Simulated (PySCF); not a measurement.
**Working out the ionisation energy of P**

P [Ne] 3s2 3p3 (4S) → P+ [Ne] 3s2 3p2 (3P). Calculation: PySCF 2.14, in cc-pVDZ-DK (4s3p1d, 18 functions); scalar relativity by spin-free X2C-1e. Frozen: [Ne]. Energies in hartree (1 hartree = 27.21139 eV):

```csv
part,P (lower),P+ (upper)
UHF,-341.523395,-341.158774
CCSD correlation,-0.081200,-0.069854
(T),-0.001009,-0.000909
```

Problem. What does Hartree-Fock give?

Solution. (-341.158774) − (-341.523395) = 0.364621 hartree = 9.922 eV.

Problem. What do CCSD and CCSD(T) give?

Solution. The CCSD correlation energies differ by 0.011346 hartree = 0.309 eV and the triples by 0.000100 hartree = 0.003 eV, so CCSD gives 10.231 eV and CCSD(T) 10.234 eV.

Measured between the centres of the two terms (NIST): 10.526 eV, so CCSD(T) (valence) is off by -0.292 eV.

A double-zeta basis recovers only part of the correlation energy.

What remains against the reference includes basis incompleteness, the frozen core and higher excitations.
